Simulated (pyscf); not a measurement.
Structures and frequencies: ωB97X-D3(BJ)/def2-SVPD in PySCF. MP2 and CC: frozen core, UHF for open shells. ΔMP2 is the change of the MP2 total energy from the triple- to the quadruple-zeta basis.

Q: Estimate by transition-state theory (the high-pressure limit) the rate constant of `[O-][CH]([OH])[OH]` → `[O]=[CH][O-]` + `[OH2]` (singlet surface; H–O, C–O broken, H–O formed) at 900 K, with CCSD(T)/def2-TZVPPD + ΔMP2(QZVPPD) energies (ideal gas, 1 atm, RRHO with modes under 100 cm⁻¹ raised to 100, one conformer, R ln 2 for rigid chiral ones; no tunnelling).

A: The electronic barrier is 10.5 kcal/mol and the thermal terms add -3.1, so ΔG‡ = 7.4 kcal/mol. With k_BT/h = 1.88e+13 s⁻¹ and RT = 1.788 kcal/mol, k = 3.0e+11 s⁻¹; so small a molecule is far into fall-off at 1 atm, where the true rate is lower. Wigner's tunnelling factor for 304i cm⁻¹ would be 1.01. A shift of 1 kcal/mol in the barrier changes k by a factor 1.7. On the product side the descent ends in a bound adduct, 16.8 kcal/mol under the separated species and 39.5 kcal/mol under the saddle at ωB97X-D3(BJ)/def2-TZVPD. This is the saddle that the search found; another between the same sides may lie lower. The CCSD(T) − MP2 part came from Ansatz, without density fitting, on the same reference.
